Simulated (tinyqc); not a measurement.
RKS/LDA (VWN5) in the sto-3g basis, for H2O, spin multiplicity 1, step by step (part 2 of 2). Computed by tinyqc, a small Python program that keeps every step (integrals from PySCF). Command: `OMP_NUM_THREADS=1 python tinyqc.py 24249 24250 out.jsonl` (the two numbers bound the seeds that draw the settings). One thread of a shared host (Intel(R) Xeon(R) Processor @ 2.60GHz), about 0.5 s of CPU time with the checks.

Geometry (angstrom):
```
atom        x         y        z
O     0.00000   0.00000  0.00000
H     0.00000   0.92200  0.64300
H     0.00000  -0.92200  0.64300
```

## Convergence

Stop when the energy changes by less than 1e-10 hartree and every element of the error matrix X^T (F D S - S D F) X is below 3e-06.

Course of the cycle:
```
iteration  E (hartree)     change  largest element of the error matrix
1          -28.5178007          -                             2.35e-01
2          -73.2701299  -4.48e+01                             8.50e-01
3          -73.6356457  -3.66e-01                             9.82e-01
4          -73.8630756  -2.27e-01                             8.91e-01
5          -73.7179197   1.45e-01                             9.66e-01
6          -73.8891601  -1.71e-01                             8.88e-01
7          -73.7265501   1.63e-01                             9.64e-01
8          -73.8919801  -1.65e-01                             8.87e-01
9          -73.7275356   1.64e-01                             9.64e-01
10         -73.8923022  -1.65e-01                             8.87e-01
11         -73.7276491   1.65e-01                             9.64e-01
12         -73.8923393  -1.65e-01                             8.87e-01
13         -73.7276621   1.65e-01                             9.63e-01
14         -73.8923436  -1.65e-01                             8.87e-01
...                ...        ...                                  ...
59         -73.7276638   1.65e-01                             9.63e-01
60         -73.8923441  -1.65e-01                             8.87e-01
61         -73.7276638   1.65e-01                             9.63e-01
62         -73.8923441  -1.65e-01                             8.87e-01
63         -73.7276638   1.65e-01                             9.63e-01
64         -73.8923441  -1.65e-01                             8.87e-01
65         -73.7276638   1.65e-01                             9.63e-01
66         -73.8923441  -1.65e-01                             8.87e-01
67         -73.7276638   1.65e-01                             9.63e-01
68         -73.8923441  -1.65e-01                             8.87e-01
69         -73.7276638   1.65e-01                             9.63e-01
70         -73.8923441  -1.65e-01                             8.87e-01
71         -73.7276638   1.65e-01                             9.63e-01
72         -73.8923441  -1.65e-01                             8.87e-01
```

PySCF RKS in the same basis, fine grid = -74.7224155 hartree

Not converged within the cap of 72 iterations: the residual has stopped falling: the iteration swings between two states. Reruns (cap 100 unless said): DIIS 8: converged in 20; damping 0.5: converged in 40; level shift 0.5: converged in 15; atomic densities as start, DIIS 8: converged in 7; the original settings with a cap of 400: not converged.
